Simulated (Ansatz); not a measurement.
A made-up structure of CH₅Al₂, doublet:

```
atom    x (Å)    y (Å)    z (Å)
 Al1  -1.4391   0.9110  -0.6901
  C2   0.1819   1.0455   0.3579
 Al3   0.3539  -0.9326   0.0044
  H4   1.6383  -1.5030   0.5836
  H5   0.0274   1.3413   1.3987
  H6   0.9533   1.6857  -0.0778
  H7   1.3398  -1.3727  -1.1638
  H8  -0.1190  -1.9152   1.1626
```

It is relaxed with PBE-D4/def2-SVP and then PBE0-D4/def2-TZVP (Ansatz 0.2.0). Atoms count as bonded within 1.22 times the sum of their covalent radii (H–H: 0.88 Å). The end point is not checked to be a true minimum.

Problem. Does its bonding change? (A judgement: the text doesn't fix the answer.)

Solution. Computed: Yes. Formed: Al1–H7, Al1–H8; broken: none.

Where it ends: The first stage lowers the energy by 2.85 eV in 13 steps. It ends as CH₅Al₂ ([H]1[Al]23[H][AlH]12[CH2]3):
```
8
angstrom
Al -1.0160 -0.0495 -0.6320
C 0.2938 1.0187 0.4245
Al 0.9745 -0.8412 0.3823
H 2.1495 -1.7751 0.8670
H -0.0560 1.4200 1.3770
H 0.8505 1.7856 -0.1165
H 0.4371 -0.9205 -1.2975
H -0.6969 -1.3779 0.5706
```

Labels in which every atom is bracketed show which atoms are joined, not bond orders.

For scale, one of the runs: PBE0-D4/def2-TZVP relaxation, 135 basis functions, launched by `ansatz run in.yaml --threads 2 --pin off --events-out ev --progress --plain --max-ram 4352MiB`. The run took about 26 s on 2 CPU threads of an Arm Neoverse V2 (shared host).
